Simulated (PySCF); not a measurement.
# C6H10 (cyclohexene): the cost of one run

The runs use PySCF 2.14.0, with density-fitted response routines of our own; the level of theory stands in each step. All values are computed, except where a source is named. Atoms count from 0, in the outputs and in this text.

### 1 The molecule as given

16 atoms, charge 0, multiplicity 1; geometry from: GFN2-xTB. The atoms were then displaced at random by about 0.01 Å, so the start is not that level's minimum.

Bonds of the start (Å): C0–C1 1.29, C1–C2 1.50, C2–C3 1.48, C3–C4 1.55, C4–C5 1.54, C5–C0 1.51, C0–H6 1.10, C1–H7 1.10, C2–H8 1.09, C2–H9 1.12, C3–H10 1.08, C3–H11 1.09, C4–H12 1.09, C4–H13 1.09, C5–H14 1.09, C5–H15 1.09.

### 2 Relaxing the molecule at PBE0-D3(BJ)/def2-TZVP

The job: settings as JSON, then the geometry in Å.

```
{"job": {"xc": "PBE0", "basis": "def2-TZVP", "d3": "d3bj", "grid": 2, "shake": 0.01, "kind": "geom"}, "charge": 0, "multiplicity": 1}
C      0.011190     1.476070     0.345400
C      1.180680     0.935500     0.281270
C      1.384010    -0.510810    -0.038750
C      0.192370    -1.134970    -0.653890
C     -1.074990    -0.759370     0.151870
C     -1.289420     0.762220     0.091040
H     -0.101060     2.553370     0.563640
H      2.092250     1.527450     0.474900
H      2.255610    -0.608730    -0.685820
H      1.659650    -1.036410     0.906150
H      0.030430    -0.777220    -1.664700
H      0.273980    -2.222250    -0.680860
H     -0.950250    -1.041470     1.192600
H     -1.972530    -1.269280    -0.207490
H     -2.042670     1.055810     0.823700
H     -1.668310     1.047730    -0.888320
```

On the command line:

```sh
$ OMP_NUM_THREADS=1 python probes_run.py task.json out
```

One launch serves the whole session: the jobs run in the order shown.

**Question.** How long does this first job take on 1 thread of Intel Xeon 6975P-C, shared host, and how much memory does it need?

About 2.8 min, with a peak of 1.2 GiB.
